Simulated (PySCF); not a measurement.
# A thermochemical cycle for PH

PBE in PySCF with def2-TZVPPD on every atom, for the lowest determinant that a PBE0 search found; no spin–orbit coupling. PH, a triplet (π ↑↑), has De = 3.26 eV to neutral atoms, and PH⁺, a doublet (π ↑), has De = 3.51 eV to P⁺ + H.

The adiabatic ionisation energy of PH, between the minima, is 10.23 eV.

Q: Which ionisation energy of the P atom does this level give?

A: IE(P) = IE(molecule) + De(ion) − De(neutral) = 10.23 + 3.51 − 3.26 = 10.48 eV; the measured value is 10.487 eV (NIST ASD).

For an ion De counts to the pair picked by the measured ionisation energies or electron affinities, which need not be the lowest pair at this level. States were picked by a PBE0 search and need not be the measured ground states.
